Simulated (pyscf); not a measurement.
PySCF, gas phase, ωB97X-D3(BJ)/def2-SVP geometries.

### Question
For `[NH2][Si]([SiH3])([SiH3])[SiH3]` + `[SiH4]` → `[NH2][Si]([SiH3])([SiH3])[SiH2][SiH3]` + `[H][H]`, a four-centre exchange (singlet surface; H–Si, H–Si broken, Si–Si, H–H formed), PBE/def2-TZVP gives ΔE‡ = 62.4 kcal/mol and ΔE = +1.2 kcal/mol (zero: the separated reactants). In which direction and how far do B3LYP-D3(BJ)/def2-TZVP, M06-2X/def2-TZVP, ωB97M-D3(BJ)/def2-TZVP move these?

### Answer
B3LYP-D3(BJ): ΔE‡ = 69.1 kcal/mol, ΔE = +2.1 kcal/mol; M06-2X: ΔE‡ = 71.5 kcal/mol, ΔE = +2.4 kcal/mol; ωB97M-D3(BJ): ΔE‡ = 71.1 kcal/mol, ΔE = +4.0 kcal/mol. PBE's barrier lies under all of them, by 6.7 to 9.1 kcal/mol. Its reaction energy lies under all of them, by 0.9 to 2.8 kcal/mol. Low barriers are usual for a GGA, whose delocalisation error favours stretched bonds. At the saddle there is also a short H–Si contact that neither side keeps. H₂N–Si(SiH₃)(SiH₃)–SiH₃ lies 12.7 kcal/mol over its isomer H₃Si–NH–SiH(SiH₃)–SiH₃ (electronic energy, ωB97M-D3(BJ)/def2-TZVP). This is the saddle that the search found; another between the same sides may lie lower.
